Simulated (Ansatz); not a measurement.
`O[Si]Cl` + H–F → `O[Si]F` + HCl at 700 K and 1 bar (ligand exchange at the Si–Cl bond).

Gas-phase electronic energies from Ansatz, PBE0-D4/def2-TZVP geometries. CCSD(T)/CBS is extrapolated from def2-TZVPP and def2-QZVPP, frozen cores. Each species was taken in one conformer, which may not be the lowest.

| species | CCSD(T)/CBS energy (Eh) | H − E (kJ/mol) | S (J/(mol·K)) |
| --- | --- | --- | --- |
| `O[Si]Cl` | -824.69564 | 79.3 | 333.7 |
| H–F | -100.39431 | 45.2 | 198.5 |
| `O[Si]F` | -464.72370 | 80.2 | 319.6 |
| HCl | -460.38167 | 38.4 | 211.8 |

H − E and S are ideal-gas, rigid-rotor, harmonic terms from PBE0-D4/def2-TZVP, for one conformer and one mirror image of each species. 1 Eh = 2625.50 kJ/mol, R = 8.31446 J/(mol·K).

Task: By hand: ΔE, ΔH, ΔS and ΔG.

Result: ΔE = (-464.72370) + (-460.38167) − (-824.69564) − (-100.39431) = -0.01542 Eh = -40.5 kJ/mol. Δ(H − E) = 80.2 + 38.4 − 79.3 − 45.2 = -5.9, so ΔH = -46.4 kJ/mol. ΔS = 319.6 + 211.8 − 333.7 − 198.5 = -0.8 J/(mol·K). ΔG = -46.4 − 700 × (-0.8)/1000 = -45.8 kJ/mol.

Task: By hand: the equilibrium constant, and the temperature at which ΔG would vanish if ΔH and ΔS stayed fixed.

Result: log₁₀ K = −ΔG/(RT ln 10) = 3.4. ΔG = 0 at ΔH/ΔS = 58000 K, far beyond where these terms or the molecules hold.

The number of gas molecules stays the same, so ΔS is small and ΔH decides. A doubt of 5 kJ/mol in ΔE shifts log₁₀ K by 0.4 here. Other conformers and mirror images would add mixing entropy, several J/(mol·K) or more a flexible species. These are equilibria of isolated gas molecules and say nothing of rates. Largest T1 diagnostic: 0.015 (customary marks: 0.02 for closed shells, 0.045 for open ones).
